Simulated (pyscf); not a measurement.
Optimised with ωB97X-D3(BJ)/def2-SVP in PySCF. Correlated levels are frozen-core, on RHF or UHF. ΔMP2 is the change of the MP2 total energy from the triple- to the quadruple-zeta basis.

Q: For AsH₃ + silylene (SiH₂) [singlet] → H₃Si–AsH₂, an insertion (singlet surface; As–H broken, As–Si, H–Si formed), PBE/def2-TZVP gives ΔE‡ = -19.9 kcal/mol and ΔE = -63.9 kcal/mol (zero: the separated reactants). In which direction and how far do r²SCAN/def2-TZVP, B3LYP-D3(BJ)/def2-TZVP, CCSD(T)/def2-TZVPP + ΔMP2(QZVPP) move these?

A: r²SCAN: ΔE‡ = -19.6 kcal/mol, ΔE = -68.3 kcal/mol; B3LYP-D3(BJ): ΔE‡ = -13.7 kcal/mol, ΔE = -62.6 kcal/mol; CCSD(T): ΔE‡ = -10.5 kcal/mol, ΔE = -62.7 kcal/mol. PBE's barrier lies under all of them, by 0.4 to 9.4 kcal/mol. Its reaction energy lies among theirs. On the reactant side the descent ends in an adduct with a As–Si, H–Si contact, 13.4 kcal/mol under the separated species and 0.4 kcal/mol under the saddle at ωB97X-D3(BJ)/def2-TZVP. At B3LYP-D3(BJ), CCSD(T) the saddle lies under the separated reactants, which points to a path from their complex (located at ωB97X-D3(BJ) alone). At PBE, r²SCAN this geometry lies under the reactants; that is no barrier but a single point on another level's saddle; such a level's own saddle, if it has one, lies nearer that side and is low. What is counted as formed (As–Si, H–Si) is already present as a longer contact in the reactant adduct; forming that adduct is a step of its own. At ωB97X-D3(BJ) the barrier from the zero used here is -13.0 kcal/mol. One saddle was located; it need not be the lowest between these sides. The CCSD(T) − MP2 part came from Ansatz, without density fitting, on the same reference. The frozen core leaves the outer d or s,p core shells of the metals and heavy elements correlated in the MP2 and CC values, and def2-TZVPP describes them poorly, which can shift differences by a few kcal/mol. Elements up to Kr have no core potential and no relativistic terms here.
